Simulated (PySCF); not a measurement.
System: H3, doublet: collinear H-H-H surface. Scanned: first H-H distance and second H-H distance.

Calculation: unrestricted B3LYP/LANL2DZ in PySCF.

Energy in mEh above the lowest grid point; x is the first H-H distance (Å), y the second H-H distance (Å).

```
y \ x   0.63  0.69  0.73  0.82  0.86  0.94  1.04  1.10  1.20  1.37   1.60   1.76   2.15
-----  -----  ----  ----  ----  ----  ----  ----  ----  ----  ----  -----  -----  -----
2.15    11.4   2.2   0.0   3.0   6.7  17.0  32.9  43.3  61.0  90.3  122.4  137.3  155.9
1.77    13.2   3.5   1.1   3.4   6.9  16.5  31.5  41.2  57.7  83.7  110.4  122.7  138.0
1.60    14.9   4.8   2.1   3.8   7.0  15.9  29.9  38.9  53.9  77.1   99.8  109.9  122.4
1.36    19.1   8.0   4.6   4.4   6.7  13.7  24.9  32.1  43.8  60.7   75.8   82.0   88.7
1.21    23.4  11.2   6.9   4.8   6.1  11.0  19.5  24.9  33.5  45.5   55.4   59.1   62.8
1.12    27.1  13.9   9.0   5.2   5.7   9.0  15.3  19.5  26.0  34.9   41.9   44.4   46.8
1       34.1  19.2  13.1   6.6   5.8   6.5   9.6  11.9  15.6  20.5   24.0   25.2   26.3
0.92    41.0  24.7  17.6   8.9   7.1   5.9   6.6   7.6   9.4  11.8   13.4   13.8   14.2
0.86    48.0  30.5  22.6  12.0   9.4   6.6   5.6   5.6   6.0   6.7    7.0    6.9    6.7
0.81    55.6  37.0  28.3  16.1  12.8   8.7   6.2   5.4   4.7   4.0    3.2    2.8    2.2
0.73    72.4  51.9  42.0  27.1  22.6  16.3  11.5   9.5   7.1   4.4    2.1    1.1    0.0
0.67    90.8  68.8  57.9  40.8  35.5  27.6  21.1  18.2  14.7  10.6    7.3    5.9    4.3
0.63   107.0  84.0  72.4  53.9  48.0  39.1  31.4  28.1  23.8  18.8   14.9   13.2   11.4
```

Points that lie below all their neighbours on the grid: x = 0.73, y = 2.15 on the edge of the grid (0.0 mEh); x = 2.15, y = 0.73 on the edge of the grid (0.0 mEh). The lowest path on the grid from the first to the second passes x = 0.94, y = 0.92 at 5.9 mEh.
